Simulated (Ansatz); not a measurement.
This script for the Ansatz DFT code, driven from Python starts 5 runs on ClH4Si2, SMILES [SiH3][SiH]Cl. What input does the engine get in each?

Script `relaxed_scan_clh4si2.py`:
```python
# -*- coding: utf-8 -*-
import warnings

import ansatz as az
from ase import Atoms
import numpy as np

warnings.simplefilter("ignore", az.DeckWarning)

atoms = Atoms(["Si", "Si", "Cl", "H", "H", "H", "H"], positions=[
    [-0.757, 0.407, -0.3119],
    [1.1822, -0.6776, -0.1293],
    [1.0259, -2.1828, 1.2401],
    [-1.8091, -0.4545, -0.7866],
    [-0.6744, 1.5304, -1.351],
    [-1.2146, 1.08, 0.9676],
    [2.3082, 0.2294, 0.3254],
])
geometry = az.Crystal.molecule_from_ase(atoms)

base = (
    geometry.calculation()
    .basis(gaussian="def2-SVP")
    .functional("B3LYP")
    .spin("collinear", total=1)
)
symbols = [site.symbol for site in geometry.cartesian_sites]
pairs = [(0, 1), (0, 3), (0, 4), (0, 5), (1, 2), (1, 6)]
print("held (A)   E (eV)        ", "  ".join(f"{symbols[i]}{i}-{symbols[j]}{j}" for i, j in pairs))
for length in [1.4, 1.52, 1.64, 1.82, 2.05]:
    report = base.relax(constraints=[az.DistanceConstraint((0, 5), at=length)], force_tolerance=0.02, max_steps=60).run().report
    xyz = np.array(report["positions_ang"])
    print(f"{length:6.2f} {report['free_energy_ev']:14.5f}  ", "  ".join(f"{np.linalg.norm(xyz[i] - xyz[j]):.3f}" for i, j in pairs))
```

Run 1:
```yaml
crystal:
  periodic: [false, false, false]
  atoms:
    - { symbol: Si, position_ang: [-0.757, 0.407, -0.3119] }
    - { symbol: Si, position_ang: [1.1822, -0.6776, -0.1293] }
    - { symbol: Cl, position_ang: [1.0259, -2.1828, 1.2401] }
    - { symbol: H, position_ang: [-1.8091, -0.4545, -0.7866] }
    - { symbol: H, position_ang: [-0.6744, 1.5304, -1.351] }
    - { symbol: H, position_ang: [-1.2146, 1.08, 0.9676] }
    - { symbol: H, position_ang: [2.3082, 0.2294, 0.3254] }
basis:
  gaussian:
    orbitals: def2-SVP
hamiltonian:
  xc: b3lyp
magnetization:
  spin_polarized: true
  initial_magnetization: 1.0
relax:
  f_tol: 0.02
  max_steps: 60
  constraints:
    - { distance: [0, 5], at: 1.4 }
```

Run 2, against run 1:
```diff
-    - { distance: [0, 5], at: 1.4 }
+    - { distance: [0, 5], at: 1.52 }
```

Run 3, against run 1:
```diff
-    - { distance: [0, 5], at: 1.4 }
+    - { distance: [0, 5], at: 1.64 }
```

Run 4, against run 1:
```diff
-    - { distance: [0, 5], at: 1.4 }
+    - { distance: [0, 5], at: 1.82 }
```

Run 5, against run 1:
```diff
-    - { distance: [0, 5], at: 1.4 }
+    - { distance: [0, 5], at: 2.05 }
```

```console
$ python relaxed_scan_clh4si2.py
held (A)   E (eV)         Si0-Si1  Si0-H3  Si0-H4  Si0-H5  Si1-Cl2  Si1-H6
  1.40   -28335.32753   2.359  1.491  1.494  1.400  2.096  1.499
  1.52   -28335.41089   2.357  1.490  1.493  1.520  2.094  1.498
  1.64   -28335.26737   2.353  1.489  1.492  1.640  2.094  1.498
  1.82   -28334.83326   2.347  1.489  1.491  1.820  2.091  1.497
  2.05   -28334.14492   2.336  1.488  1.490  2.050  2.088  1.496
```

Reading the output:
- Total energies depend on the basis set; only differences at equal settings carry meaning.
- The energies are electronic: no zero-point or thermal terms, and the basis set is short of its limit.
- The species is open-shell (spin multiplicity 2).
- b3lyp holds the VWN-RPA fit, as in Gaussian; the form of ORCA and Turbomole is b3lyp5.
- The script silences the warnings on its input, which a real study should read.
- Wall time of the script: 100 s on 1 thread of Arm Neoverse V2 (shared host), peak memory 0.26 GiB.
